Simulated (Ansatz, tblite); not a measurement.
**The cluster Si2Au2: one state, many levels**

How do method and basis change the picture of the cluster Si2Au2 (singlet)?

Computed with Ansatz 0.2.0, Gaussian basis. Level: as each input shows.

Levels to be run: GFN1-xTB, GFN2-xTB, PBE-D4/def2-TZVP, r2SCAN-D4/def2-TZVP, HF/def2-TZVP, PBE-QIDH/def2-TZVP, LDA/def2-TZVP, revPBE-D4/def2-TZVP, r2SCAN0-D4/def2-TZVP, LC-ωPBE(0.10)/def2-TZVP, LC-ωPBE(0.15)/def2-TZVP, LC-ωPBE(0.20)/def2-TZVP, LC-ωPBE(0.30)/def2-TZVP, PBE-D4/def2-SVP, PBE0-D4/def2-SVP, PBE0-D4/def2-TZVPD, PBE-D4/def2-TZVPD, r2SCAN-D4/def2-TZVPD, CCSD(T)/def2-TZVP, RPA/def2-TZVP.

## Step 1: The structure

The singlet was relaxed beforehand with r2SCAN-D4/def2-SVP. At that level it is the lowest of the isomers that a small search found.

4 atoms, charge 0, spin multiplicity 1.

Bond lengths: Au1–Si3 2.474 Å, Au1–Si4 2.475 Å, Au2–Si3 2.475 Å, Au2–Si4 2.474 Å. Angles: Si3–Au1–Si4 57.1°, Si3–Au2–Si4 57.1°, Au1–Si3–Au2 81.9°, Au1–Si4–Au2 81.9°.

Geometry (Å):

```xyz
4
Au2Si2
Au   -1.35945    1.14054    0.05943
Au    1.70733    0.21278   -0.43845
Si   -0.43249   -0.92569   -0.93700
Si    0.08461   -0.42763    1.31603
```

Au takes a core potential in the def2 sets. No spin-orbit coupling is included.

PBE0-D4/def2-TZVP was run before; its log isn't repeated, and its numbers join the tables.

## Step 2: GFN1-xTB

Tight binding, by tblite at 300 K electronic temperature and without a spin-polarisation term:

```python
tblite.interface.Calculator('GFN1-xTB', numbers, positions, charge=0, uhf=0).singlepoint()
```

Energy -310.8520 eV, HOMO -9.18 eV, LUMO -8.24 eV; 0.007 s.

## Step 3: GFN2-xTB

Tight binding, by tblite at 300 K electronic temperature and without a spin-polarisation term:

```python
tblite.interface.Calculator('GFN2-xTB', numbers, positions, charge=0, uhf=0).singlepoint()
```

Energy -301.7538 eV, HOMO -6.71 eV, LUMO -4.77 eV; 0.007 s.

## Step 4: PBE-D4/def2-TZVP

start.molden holds the orbitals of an earlier run on this state, given as this run's starting guess.

The input, in.yaml:

```yaml
crystal:
  periodic: [false, false, false]
  atoms:
    - {symbol: Au, position_ang: [-1.359449, 1.140545, 0.059433]}
    - {symbol: Au, position_ang: [1.707331, 0.212778, -0.438452]}
    - {symbol: Si, position_ang: [-0.432485, -0.925691, -0.936997]}
    - {symbol: Si, position_ang: [0.084614, -0.427632, 1.316026]}
basis:
  gaussian: {orbitals: def2-TZVP, initial_orbitals: start.molden}
hamiltonian: {xc: pbe, dispersion: d4}
scf: {omitted_lower_state_checks: [starts]}
output: {orbitals: {seedname: orbitals}}
```

On the command line:

```
$ ansatz run in.yaml --threads 4 --pin off --events-out ev --progress --plain --max-ram 3916MiB
```

Further steps of the session: r2SCAN-D4/def2-TZVP; HF/def2-TZVP; PBE-QIDH/def2-TZVP; LDA/def2-TZVP; revPBE-D4/def2-TZVP; r2SCAN0-D4/def2-TZVP; LC-ωPBE(0.10)/def2-TZVP; LC-ωPBE(0.15)/def2-TZVP; LC-ωPBE(0.20)/def2-TZVP; LC-ωPBE(0.30)/def2-TZVP; PBE-D4/def2-SVP; PBE0-D4/def2-SVP; PBE0-D4/def2-TZVPD; PBE-D4/def2-TZVPD; r2SCAN-D4/def2-TZVPD; CCSD(T)/def2-TZVP; RPA/def2-TZVP.

Before running them: what should the planned runs give, taken together? Wanted: gap in def2-TZVP, named functionals and Hartree-Fock, smallest and largest; gap over the ω; correlation energy, CCSD(T)/def2-TZVP; binding an atom, CCSD(T)/def2-TZVP; PBE0 total energy, smallest basis above largest.

**Answer**, as computed:

| quantity | value |
| --- | --- |
| gap in def2-TZVP, named functionals and Hartree-Fock, smallest and largest | 1.11 eV (LDA), 7.16 eV (HF) |
| gap over the ω (1/bohr) | 3.88 eV at 0.1, 6.29 eV at 0.3 |
| correlation energy, CCSD(T)/def2-TZVP | -29.78 eV |
| binding an atom, CCSD(T)/def2-TZVP | 2.408 eV |
| PBE0 total energy, smallest basis above largest | 5.95 eV (def2-SVP, def2-TZVPD) |

**Reading.** Orbital gaps of the named functionals and Hartree-Fock in def2-TZVP span 1.11 eV (LDA) to 7.16 eV (HF); exact exchange widens it. Raising the ω (1/bohr) from 0.1 to 0.3 moves the HOMO by -1.29 eV and the LUMO by +1.12 eV. The functionals in def2-TZVP miss CCSD(T)/def2-TZVP by -0.026 (r2SCAN0-D4) to +0.671 eV (LDA) an atom. CCSD(T)/def2-TZVP isn't at the basis-set limit; small misses against it rank nothing.
